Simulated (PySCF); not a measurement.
# SiH2Cl2 (dichlorosilane (DCS)): wB97X-V/STO-6G

What is the vertical ionisation energy of SiH2Cl2 (dichlorosilane (DCS)) at wB97X-V/STO-6G? The job is set up through a Python script.

The results are computed with PySCF 2.14.0.

11 further runs of the same task are left out: 11 set aside as unsound or not needed.

## Step 1: The structure to begin with

SiH2Cl2: 5 atoms, total charge 0, spin state singlet. As SMILES, `Cl[SiH2]Cl`. The coordinates come from a PBE0-D4/def2-TZVP relaxation.

Bond lengths: Cl1–Si2 2.040 Å, Si2–Cl3 2.040 Å, Si2–H4 1.476 Å, Si2–H5 1.476 Å. Angles: Cl1–Si2–Cl3 110.1°, Cl1–Si2–H4 108.5°, Cl1–Si2–H5 108.5°, Cl3–Si2–H4 108.5°, Cl3–Si2–H5 108.5°, H4–Si2–H5 112.7°.

## Step 2: The energy at wB97X-V/STO-6G

input.xyz

```xyz
5
Cl2H2Si
Cl    -1.036100    -0.393400     1.609300
Si     0.136800    -0.071700    -0.028900
Cl    -0.799200     1.196800    -1.324000
H      0.352000    -1.362200    -0.711200
H      1.396500     0.556600     0.413400
```

input.py

```python
# Cl[SiH2]Cl
from pyscf import gto, dft

molecule = gto.M(
    atom='input.xyz',
    basis='sto-6g',
    max_memory=1860,
    verbose=4,
)

mf = dft.RKS(molecule)
mf.xc = 'wb97x-v'
mf.grids.level = 5
mf.conv_tol = 1e-10
mf.nlcgrids.level = 1
mf.kernel()
if not mf.converged:
    mf = mf.newton().run(mf.mo_coeff, mf.mo_occ)

e_final = mf.e_tot
print(f'total energy: {e_final:.8f} hartree')
```

On the command line:

```
$ OMP_NUM_THREADS=1 python input.py
```

The log of the run:

```text
PySCF version 2.14.0

[INPUT] num. atoms = 5
[INPUT] num. electrons = 50
[INPUT] charge = 0
[INPUT] spin (= nelec alpha-beta = 2S) = 0
[INPUT] symmetry False subgroup None
[INPUT] Mole.unit = angstrom
[INPUT] Symbol           X                Y                Z      unit          X                Y                Z       unit  Magmom
[INPUT]  1 Cl    -1.036100000000  -0.393400000000   1.609300000000 AA   -1.957945237662  -0.743418257404   3.041136252263 Bohr   0.0
[INPUT]  2 Si     0.136800000000  -0.071700000000  -0.028900000000 AA    0.258514533841  -0.135493363131  -0.054613085000 Bohr   0.0
[INPUT]  3 Cl    -0.799200000000   1.196800000000  -1.324000000000 AA   -1.510269118752   2.261624225879  -2.501997388924 Bohr   0.0
[INPUT]  4 H      0.352000000000  -1.362200000000  -0.711200000000 AA    0.665183595847  -2.574184926883  -1.343973219791 Bohr   0.0
[INPUT]  5 H      1.396500000000   0.556600000000   0.413400000000 AA    2.639002532955   1.051821560933   0.781212779895 Bohr   0.0

nuclear repulsion = 191.96342107857
number of shells = 17
number of NR pGTOs = 174
number of NR cGTOs = 29
basis = sto-6g
ecp = {}

******** <class 'pyscf.dft.rks.RKS'> ********
method = RKS
initial guess = minao
damping factor = 0
level_shift factor = 0
DIIS = <class 'pyscf.scf.diis.CDIIS'>
diis_start_cycle = 1
diis_space = 8
diis_damp = 0
SCF conv_tol = 1e-10
SCF conv_tol_grad = None
SCF max_cycles = 50
direct_scf = True
direct_scf_tol = 1e-13
XC library pyscf.dft.libxc version 7.0.0
    S. Lehtola, C. Steigemann, M. J.T. Oliveira, and M. A.L. Marques.,  SoftwareX 7, 1–5 (2018)
XC functionals = wb97x-v
    N. Mardirossian and M. Head-Gordon.,  Phys. Chem. Chem. Phys. 16, 9904-9924 (2014)
radial grids:
    Treutler-Ahlrichs [JCP 102, 346 (1995); DOI:10.1063/1.469408] (M4) radial grids

becke partition: Becke, JCP 88, 2547 (1988); DOI:10.1063/1.454033
pruning grids: <function nwchem_prune>
grids dens level: 5
symmetrized grids: False
atomic radii adjust function: <function treutler_atomic_radii_adjust>
** Following is NLC and NLC Grids **
NLC functional = wb97x-v
radial grids:
    Treutler-Ahlrichs [JCP 102, 346 (1995); DOI:10.1063/1.469408] (M4) radial grids

becke partition: Becke, JCP 88, 2547 (1988); DOI:10.1063/1.454033
pruning grids: <function nwchem_prune>
grids dens level: 1
symmetrized grids: False
atomic radii adjust function: <function treutler_atomic_radii_adjust>
small_rho_cutoff = 0
Set gradient conv threshold to 1e-05
Initial guess from minao.
tot grids = 176728
tot grids = 23992
init E= -1206.35585663642
  HOMO = -0.384114171567732  LUMO = 0.0945669800407927  gap/eV = 13.02558
cycle= 1 E= -1206.76309612041  delta_E= -0.407  |g|= 0.348  |ddm|= 2.43
  HOMO = -0.336497561911898  LUMO = 0.161105839251581  gap/eV = 13.54048
cycle= 2 E= -1206.82445584818  delta_E= -0.0614  |g|= 0.123  |ddm|= 1.04
  HOMO = -0.356582365857854  LUMO = 0.204717397960687  gap/eV = 15.27374
cycle= 3 E= -1206.82978070478  delta_E= -0.00532  |g|= 0.00861  |ddm|= 0.215
  HOMO = -0.359041403048482  LUMO = 0.205764079485643  gap/eV = 15.36914
cycle= 4 E= -1206.8298480448  delta_E= -6.73e-05  |g|= 0.00196  |ddm|= 0.0293
  HOMO = -0.358873272828053  LUMO = 0.205900561561807  gap/eV = 15.36828
cycle= 5 E= -1206.8298519473  delta_E= -3.9e-06  |g|= 0.000145  |ddm|= 0.00887
  HOMO = -0.358883806309944  LUMO = 0.205863008825483  gap/eV = 15.36754
cycle= 6 E= -1206.82985197036  delta_E= -2.31e-08  |g|= 2.14e-05  |ddm|= 0.000684
  HOMO = -0.358884343560976  LUMO = 0.205867665926688  gap/eV = 15.36768
cycle= 7 E= -1206.82985197089  delta_E= -5.24e-10  |g|= 2.24e-06  |ddm|= 0.000112
  HOMO = -0.358884241409412  LUMO = 0.205867276493078  gap/eV = 15.36767
cycle= 8 E= -1206.82985197089  delta_E= -4.55e-12  |g|= 3.67e-07  |ddm|= 1.04e-05
  HOMO = -0.358884224522133  LUMO = 0.205867374415014  gap/eV = 15.36767
Extra cycle  E= -1206.82985197089  delta_E= 2.5e-12  |g|= 1.29e-07  |ddm|= 1.29e-06
converged SCF energy = -1206.82985197089
total energy: -1206.82985197 hartree
```

It took 27 s on 1 thread of Arm Neoverse V2, shared host; peak memory 0.24 GiB.

## Step 3: The doublet cation

calc.py

```python
from pyscf import gto, dft

molecule = gto.M(
    atom='''
Cl    -1.957945    -0.743418     3.041136
Si     0.258515    -0.135493    -0.054613
Cl    -1.510269     2.261624    -2.501997
H      0.665184    -2.574185    -1.343973
H      2.639003     1.051822     0.781213
''',
    max_memory=1860,
    spin=1,
    charge=1,
    unit='bohr',
    basis='sto-6g',
    verbose=3,
)

myscf = dft.UKS(molecule)
myscf.xc = 'wb97x-v'
myscf.grids.level = 5
myscf.conv_tol = 1e-10
myscf.nlcgrids.level = 1
myscf.kernel()
if not myscf.converged:
    myscf = myscf.newton().run(myscf.mo_coeff, myscf.mo_occ)

e_final = myscf.e_tot
print('E(%s) = %.9f' % ('WB97X-V', e_final))
```

On the command line:

```
$ OMP_NUM_THREADS=1 python calc.py
```

The log of the run:

```text
WARN: HOMO -0.384114151419098 >= LUMO -0.384114151419097

converged SCF energy = -1206.44085925558  <S^2> = 0.7530378  2S+1 = 2.0030355
E(WB97X-V) = -1206.440859256
```

It took 37 s on 1 thread of Arm Neoverse V2, shared host; peak memory 0.25 GiB.

## Step 4: Outcome

Level: wB97X-V/STO-6G.

| quantity | value |
| --- | --- |
| singlet SiH2Cl2: total energy | -1206.82985 Eh |
| singlet SiH2Cl2: dipole moment | 2.76 D |
| singlet SiH2Cl2: HOMO energy | -9.77 eV |
| singlet SiH2Cl2: LUMO energy | 5.60 eV |
| singlet SiH2Cl2: HOMO–LUMO gap | 15.37 eV |
| doublet cation: total energy | -1206.44086 Eh |
| doublet cation: HOMO energy (highest over α and β) | -16.18 eV |
| doublet cation: LUMO energy (lowest over α and β) | -11.38 eV |
| doublet cation: ⟨S²⟩ | 0.753 |
| vertical ionisation energy (to the doublet cation) | 10.585 eV |

**Reading.** Removing an electron at fixed nuclei costs 10.59 eV (244 kcal/mol). −ε(HOMO) before ionisation, 9.77 eV, is 0.82 eV below this ionisation energy. In a minimal basis such a difference can be off by several eV, whatever the method. Mulliken charges (singlet SiH2Cl2) run from -0.32 on Cl1 to +0.81 on Si2.
